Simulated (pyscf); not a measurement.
H₃C–CH₂–O–SiH₃ + HO–SiH₃ → H₃C–CH₂–O–SiH₂–O–SiH₃ + H₂, a four-centre exchange (singlet surface; H–Si, H–O broken, O–Si, H–H formed). PySCF, gas phase, ωB97X-D3(BJ)/def2-SVP geometries. Energies in kcal/mol from the separated reactants.

Small-basis levels: PySCF, no dispersion term, spherical d functions. AM1 to PM7: differences of heats of formation from MOPAC, which are fitted to 298 K values and so differ in kind from electronic energies by zero-point and thermal terms. GFN2-xTB: tblite. Cost: rough CPU time at the saddle relative to B3LYP/6-31G*, from one job on a shared machine.

```json
[
 {"level": "HF/3-21G", "barrier": "41.3", "reaction energy": "-35.0", "cost": "0.08"},
 {"level": "HF/6-31G*", "barrier": "57.2", "reaction energy": "-23.8", "cost": "0.1"},
 {"level": "SVWN5/6-31G*", "barrier": "14.6", "reaction energy": "-27.2", "cost": "1"},
 {"level": "PBE/6-31G*", "barrier": "28.3", "reaction energy": "-24.3", "cost": "2"},
 {"level": "B3LYP/STO-3G", "barrier": "35.3", "reaction energy": "-17.5", "cost": "0.6"},
 {"level": "B3LYP/3-21G", "barrier": "24.1", "reaction energy": "-32.4", "cost": "0.7"},
 {"level": "B3LYP/6-31G*", "barrier": "37.1", "reaction energy": "-25.2", "cost": "1"},
 {"level": "M06-2X/6-31G*", "barrier": "31.7", "reaction energy": "-29.5", "cost": "3"},
 {"level": "B3LYP/def2-SVP", "barrier": "33.5", "reaction energy": "-21.5", "cost": "1"},
 {"level": "GFN2-xTB", "barrier": "39.4", "reaction energy": "-19.5", "cost": "under 0.02"},
 {"level": "PM3", "barrier": "41.6", "reaction energy": "-42.5", "cost": "under 0.02"},
 {"level": "PM6", "barrier": "7.1", "reaction energy": "-65.0", "cost": "under 0.02"},
 {"level": "ωB97M-D3(BJ)/def2-TZVP", "barrier": "31.5", "reaction energy": "-26.1", "cost": "–"}
]
```

Against the last row the barrier runs from -24.5 (PM6) to +25.7 kcal/mol (HF/6-31G*). ωB97M-D3(BJ)/def2-TZVP has limits of its own. H₃C–CH₂–O–SiH₃ lies 18.1 kcal/mol over its isomer H₃C–CH₂–SiH₂–OH (electronic energy, ωB97M-D3(BJ)/def2-TZVP). This is the saddle that the search found; another between the same sides may lie lower.
